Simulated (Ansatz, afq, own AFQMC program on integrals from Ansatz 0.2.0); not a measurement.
# CH4Si, triplet: AFQMC among the cluster methods

```
atom    x (Å)    y (Å)    z (Å)
   C  -1.8495   0.0000   0.0000
   H  -2.2127   1.0273   0.0000
   H  -2.2127  -0.5137   0.8897
   H  -2.2127  -0.5137  -0.8897
   H  -0.7599   0.0000   0.0000
  Si   1.0565   0.0000   0.0000
```

Connectivity, by distances: CH3 ··· Si, 1 bridging H.

Basis cc-pVTZ. Only valence electrons are correlated. Ansatz 0.2.0 and our own AFQMC program on the same integrals; the CISD trial comes from CCSD amplitudes, and released means the phaseless constraint is let go. Error bars are statistical, one sigma.

Determinant: UHF, the one that the program's search chose, which needn't be the lowest solution. The geometry is a point of a scan.

No full CI on the walks' own integrals is used here. The released AFQMC energy serves as the reference, which it does only where one determinant dominates, the energy is flat over the last release times and near the phaseless one (40 meV or 2 meV an electron, half that with transition metals). On small molecules, where full CI could be run and the noise was under 10 meV, such values lay within 10 meV of it in 19 cases of 20, a flattering rate, since the rule was set on those same cases; what remains of the bias isn't in the error bar.

Cautions: lower spins were not checked; the released value is read at 1.62 1/Eh, later times being too noisy (meV from the phaseless value at times in 1/Eh: -6 ± 3 at 0.24, -16 ± 4 at 0.51, -17 ± 7 at 0.99, -17 ± 7 at 1.62, -7 ± 12 at 2.40).

```
T1 diagnostic                               : 0.0161
weight of the determinant in the CISD state : 0.864
⟨S²⟩ of the determinant                     : 2.028
size of the correlated space                : 12 electrons in 114 orbitals
```

Reference: AFQMC with the constraint released, correlation energy -8.492 ± 0.007 eV.

| level | E − E(reference) (kJ/mol) | share of correlation (%) |
| --- | --- | --- |
| HF | 819.4 ± 0.6 | 0.00 |
| MP2 | 127.2 ± 0.6 | 84.48 |
| CCSD | 31.0 ± 0.6 | 96.22 |
| CCSD(T) | 3.4 ± 0.6 | 99.59 |
| ph-AFQMC/CISD | 1.6 ± 0.8 | 99.80 |

A walk keeps the symmetry of its determinant, which the program's search chose and which needn't be the lowest solution, so a lower state of the same spin and another symmetry isn't excluded. Released energies are given only where the last usable release times agree within the noise; a slower fall can still hide under it.
